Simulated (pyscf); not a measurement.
Structures and frequencies: ωB97X-D3(BJ)/def2-SVP in PySCF.

Estimate by transition-state theory the rate constant of H₂B–CH₃ (SMILES BC) + H₂O (SMILES O) → H₃C–BH–OH (SMILES CBO) + H₂ (SMILES [H][H]) (singlet surface; B–H, H–O broken, B–O, H–H formed) at 900 K, with ωB97M-D3(BJ)/def2-TZVP energies (ideal gas, 1 atm, RRHO with modes under 100 cm⁻¹ raised to 100, one conformer, R ln 2 for chiral ones without a mode under 150 cm⁻¹; no tunnelling).

The electronic barrier is 9.8 kcal/mol and the thermal terms add +33.9, so ΔG‡ = 43.6 kcal/mol. With k_BT/h = 1.88e+13 s⁻¹ and RT = 1.788 kcal/mol, and a volume of 1.23e-19 cm³ per molecule at 1 atm, k = 5.8e-17 cm³ molecule⁻¹ s⁻¹. Wigner's tunnelling factor for 1382i cm⁻¹ would be 1.20. A shift of 1 kcal/mol in the barrier changes k by a factor 1.7. On the reactant side the descent ends in an adduct with a B–O contact, 11.8 kcal/mol under the separated species and 22.2 kcal/mol under the saddle at ωB97X-D3(BJ)/def2-TZVP. What is counted as formed (B–O) is already present as a longer contact in the reactant adduct; forming that adduct is a step of its own. At the saddle there is also a short B–H contact that neither side keeps. One saddle was located; it need not be the lowest between these sides.
